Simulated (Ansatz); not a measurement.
The first iterations of a band of C2H2F2O (7 atoms, charge 0, multiplicity 1).

Method: RKS BHLYP-D4/cc-pVDZ (Ansatz).

```json
{"movable images": "6", "climbing image": "no", "spring": "5.0 eV/Å²", "optimiser": "quadratic models (default)", "start path": "through a guess of the saddle point", "force threshold": "0.05 eV/Å", "iteration limit": "60", "end points": "relaxed"}
```

Image 0:

```xyz
7
Properties=species:S:1:pos:R:3
F 0.605 -1.507 0.827
C 0.030 -0.310 0.650
O -1.094 -0.310 -0.166
C 0.050 0.307 -0.654
F -0.024 1.641 -0.759
H -0.031 0.259 1.572
H 0.526 -0.149 -1.516
```

Image 7:

```xyz
7
Properties=species:S:1:pos:R:3
F 1.207 -1.594 0.374
C 0.861 -0.396 0.746
O -1.251 0.116 0.121
C 0.023 0.181 -0.375
F 0.418 1.467 -0.585
H -1.251 0.522 0.994
H 0.054 -0.364 -1.321
```

| iteration | highest image above the first end (eV) | largest band force component (eV/Å) |
| --- | --- | --- |
| 1 | 3.985 | 5.433 |
| 2 | 3.402 | 2.206 |

Problem. Does the band converge within its limit, and where does its top end?

Solution. It converged. It ended after 7 iterations with the highest image 2.851 eV above the first end. Neighbouring images differ by up to 1.3 eV, so the band resolves the path poorly. No image climbed, so the highest image needn't sit at the top of the path. The orbitals stay closed-shell, which can raise the energy where a bond breaks towards radicals; this wasn't checked here.

The run took 2.2 min on 1 thread of Arm Neoverse V1, with other jobs on the host, peak memory 0.14 GiB.
